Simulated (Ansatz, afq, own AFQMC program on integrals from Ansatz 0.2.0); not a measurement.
## SiH5O, doublet in cc-pVDZ, levels against CCSDT(Q)

```xyz
7

O    -1.7717   -0.0190    0.0000
H    -2.0210    0.9076    0.0000
H    -0.8122   -0.0190    0.0000
Si    0.9593   -0.0190    0.0000
H     1.4092   -1.4353    0.0000
H     1.4092    0.6891   -1.2265
H     1.4092    0.6891    1.2265
```

Basis cc-pVDZ. Only valence electrons are correlated. AFQMC by an in-house program on the Cholesky factors that Ansatz 0.2.0 writes for its CCSD(T) run. The CISD trial takes its coefficients from CCSD amplitudes. Released means that phaseless walkers are propagated on without the constraint, phases kept. Uncertainties: one standard error, sampling alone.

Determinant: UHF, the one that the program's search chose, which needn't be the lowest solution. The geometry is a point of a scan.

No full CI on the walks' own integrals is used here; CCSDT(Q) serves as the reference and is uncertain by about the last step of the cluster series.

* T1 diagnostic: 0.0126
* weight of the determinant in the CISD state: 0.878
* ⟨S²⟩ of the determinant: 0.759
* size of the correlated space: 15 electrons in 51 orbitals

Reference: CCSDT(Q), correlation energy -9.517 eV. The released energy is read at 1.50 1/Eh (meV from the phaseless value at times in 1/Eh: 2 ± 4 at 0.24, 3 ± 4 at 0.51, 6 ± 4 at 0.99, 8 ± 6 at 1.50).

```json
{"level": "HF", "E − E(reference) (meV)": "9516.8", "share of correlation (%)": "0.00"}
{"level": "MP2", "E − E(reference) (meV)": "1177.6", "share of correlation (%)": "87.63"}
{"level": "CCSD", "E − E(reference) (meV)": "216.8", "share of correlation (%)": "97.72"}
{"level": "CCSD(T)", "E − E(reference) (meV)": "39.7", "share of correlation (%)": "99.58"}
{"level": "CCSDT", "E − E(reference) (meV)": "16.6", "share of correlation (%)": "99.83"}
{"level": "ph-AFQMC/CISD", "E − E(reference) (meV)": "-9.6 ± 5.2", "share of correlation (%)": "100.10"}
{"level": "released AFQMC", "E − E(reference) (meV)": "-1.7 ± 5.9", "share of correlation (%)": "100.02"}
```

A walk keeps the symmetry of its determinant, which the program's search chose and which needn't be the lowest solution, so a lower state of the same spin and another symmetry isn't excluded. Released energies are given only where the last usable release times agree within the noise; a slower fall can still hide under it.
